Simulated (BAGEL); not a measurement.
# C4H2O2 (diketocyclobutene): HF/3-21G (density fitting with qzvpp-jkfit)

What is the vertical ionisation energy of C4H2O2 (diketocyclobutene) at HF/3-21G (density fitting with qzvpp-jkfit)? 

Program for the calculation: BAGEL 1.2.2.

6 further runs of the same task are left out: 4 that didn't finish, 2 set aside as unsound or not needed.

## 1. Starting point

C4H2O2 has 8 atoms, charge 0, and is taken as a singlet. As SMILES, `O=c1ccc1=O`. Geometry: relaxed at GFN2-xTB.

Bond lengths: O1–C2 1.191 Å, C2–C3 1.493 Å, C3–C4 1.350 Å, C2–C5 1.554 Å, C4–C5 1.493 Å, C5–O6 1.191 Å, C3–H7 1.075 Å, C4–H8 1.075 Å. Some angles: O1–C2–C3 136.3°, O1–C2–C5 137.6°, C3–C2–C5 86.1°, C2–C3–C4 93.9°, C3–C4–C5 93.9°, C2–C5–C4 86.1°, C2–C5–O6 137.6°, C4–C5–O6 136.3°, C2–C3–H7 132.4°, C4–C3–H7 133.7°.

## 2. The energy at HF/3-21G (density fitting with qzvpp-jkfit)

The input, input.json:

```json
{ "bagel" : [

{
  "title" : "molecule",
  "basis" : "3-21g",
  "df_basis" : "qzvpp-jkfit",
  "angstrom" : true,
  "geometry" : [
    { "atom" : "O", "xyz" : [    0.936090,    1.714610,   -1.142260 ] },
    { "atom" : "C", "xyz" : [    0.432070,    0.816310,   -0.544320 ] },
    { "atom" : "C", "xyz" : [    0.852660,   -0.536570,   -0.072310 ] },
    { "atom" : "C", "xyz" : [   -0.336430,   -0.805110,    0.508620 ] },
    { "atom" : "C", "xyz" : [   -0.939860,    0.502780,    0.115050 ] },
    { "atom" : "O", "xyz" : [   -1.995260,    1.038660,    0.247270 ] },
    { "atom" : "H", "xyz" : [    1.772340,   -1.084440,   -0.167640 ] },
    { "atom" : "H", "xyz" : [   -0.721610,   -1.646250,    1.055590 ] }
  ]
},
{ "title" : "hf" },
{ "title" : "print", "file" : "orbitals.molden", "orbitals" : true }

]}
```

Started as:

```
$ BAGEL_NUM_THREADS=1 BAGEL input.json > input.out
```

The program printed:

```text
* using 1 threads per process

  ===============================================================
  ===============================================================

  *** Geometry ***

  { "atom" : "O", "xyz" : [      1.768954,      3.240143,     -2.158559 ] },
  { "atom" : "C", "xyz" : [      0.816494,      1.542602,     -1.028616 ] },
  { "atom" : "C", "xyz" : [      1.611294,     -1.013970,     -0.136646 ] },
  { "atom" : "C", "xyz" : [     -0.635761,     -1.521437,      0.961153 ] },
  { "atom" : "C", "xyz" : [     -1.776078,      0.950117,      0.217413 ] },
  { "atom" : "O", "xyz" : [     -3.770495,      1.962783,      0.467273 ] },
  { "atom" : "H", "xyz" : [      3.349237,     -2.049295,     -0.316794 ] },
  { "atom" : "H", "xyz" : [     -1.363645,     -3.110962,      1.994776 ] },

  Number of auxiliary basis functions:      490

  Since a DF basis is specified, we compute 2- and 3-index integrals:
    o Being stored without compression. Storage requirement is 0.013 GB

  Number of basis functions:       58
  Number of electrons      :       42

    * METHOD: MOLECULE                             0.15

  *** RHF ***

  === Nuclear Repulsion ===
   197.1414869003

      * DIIS with orbital gradients will be used.

  === RHF iteration (3-21g) ===
      0       -300.30948910          0.03032380           0.03
      1       -300.36488346          0.03112733           0.03
      2       -300.57851554          0.00234780           0.03
      3       -300.58269780          0.00079482           0.03
      4       -300.58336384          0.00038901           0.03
      5       -300.58356611          0.00011821           0.03
      6       -300.58357420          0.00002817           0.03
      7       -300.58357453          0.00001212           0.03
      8       -300.58357458          0.00000584           0.03
      9       -300.58357459          0.00000092           0.03
     10       -300.58357460          0.00000027           0.03
     11       -300.58357460          0.00000010           0.03
     12       -300.58357460          0.00000003           0.03
     13       -300.58357460          0.00000001           0.03
     14       -300.58357460          0.00000001           0.03
    * SCF iteration converged.

    * Permanent dipole moment:
           (   -0.619631,     1.610904,    -0.523413) a.u.

    * METHOD: HF                                   0.55

    * METHOD: PRINT                                0.01

  ===============================================================
```

Wall time 0.84 s (1 thread of Arm Neoverse V2, shared host).

## 3. The doublet cation, same level

input.json: that of step 2 with these lines changed.

```diff
@@ -18,3 +18,3 @@
 },
-{ "title" : "hf" },
+{ "title" : "uhf", "charge" : 1, "nopen" : 1 },
 { "title" : "print", "file" : "orbitals.molden", "orbitals" : true }
```

Started as:

```
$ BAGEL_NUM_THREADS=1 BAGEL input.json > input.out
```

The program printed:

```text
* using 1 threads per process

  ===============================================================
  ===============================================================

  *** Geometry ***

  { "atom" : "O", "xyz" : [      1.768954,      3.240143,     -2.158559 ] },
  { "atom" : "C", "xyz" : [      0.816494,      1.542602,     -1.028616 ] },
  { "atom" : "C", "xyz" : [      1.611294,     -1.013970,     -0.136646 ] },
  { "atom" : "C", "xyz" : [     -0.635761,     -1.521437,      0.961153 ] },
  { "atom" : "C", "xyz" : [     -1.776078,      0.950117,      0.217413 ] },
  { "atom" : "O", "xyz" : [     -3.770495,      1.962783,      0.467273 ] },
  { "atom" : "H", "xyz" : [      3.349237,     -2.049295,     -0.316794 ] },
  { "atom" : "H", "xyz" : [     -1.363645,     -3.110962,      1.994776 ] },

  Number of auxiliary basis functions:      490

  Since a DF basis is specified, we compute 2- and 3-index integrals:
    o Being stored without compression. Storage requirement is 0.013 GB

  Number of basis functions:       58
  Number of electrons      :       42

    * METHOD: MOLECULE                             0.15

  *** Open-shell HF ***

  === Nuclear Repulsion ===
   197.1414869003

      * DIIS with orbital gradients will be used.

  === UHF iteration (3-21g) ===
      0       -299.92111438          0.06228118           0.06
      1       -299.92391022          0.07421620           0.06
      2       -299.93181257          0.07204348           0.06
      3       -300.22543085          0.00243180           0.06
      4       -300.22828573          0.00144124           0.06
      5       -300.22971377          0.00083912           0.06
      6       -300.23069397          0.00038886           0.06
      7       -300.23111805          0.00015404           0.06
      8       -300.23137042          0.00004270           0.06
      9       -300.23153286          0.00004244           0.06
[... 34 lines of this table left out ...]
     44       -300.23220465          0.00000002           0.06
     45       -300.23220465          0.00000001           0.06
     46       -300.23220465          0.00000001           0.06
     47       -300.23220465          0.00000001           0.06
    * SCF iteration converged.

    * S^2 (UHF) is 0.9060

    * Permanent dipole moment:
           (   -0.611054,     1.588285,    -0.516178) a.u.

    * METHOD: UHF                                  3.13

    * METHOD: PRINT                                0.01

  ===============================================================
```

Wall time 3.6 s (1 thread of Arm Neoverse V2, shared host).

## 4. Results

At HF/3-21G (density fitting with qzvpp-jkfit):

```
                                          quantity          value
                      singlet C4H2O2: total energy  -300.58357 Eh
                     singlet C4H2O2: dipole moment         4.58 D
                       singlet C4H2O2: HOMO energy      -10.96 eV
                       singlet C4H2O2: LUMO energy        1.77 eV
                     singlet C4H2O2: HOMO–LUMO gap       12.72 eV
                      doublet cation: total energy  -300.23220 Eh
                              doublet cation: ⟨S²⟩          0.906
vertical ionisation energy (to the doublet cation)       9.561 eV
```

**Reading.** The vertical ionisation energy comes to 9.56 eV (220 kcal/mol). −ε(HOMO) before ionisation, 10.96 eV, is 1.39 eV above this ionisation energy. ⟨S²⟩ (doublet cation) is 0.91 where a pure doublet has 0.75: the reference is spin-contaminated.
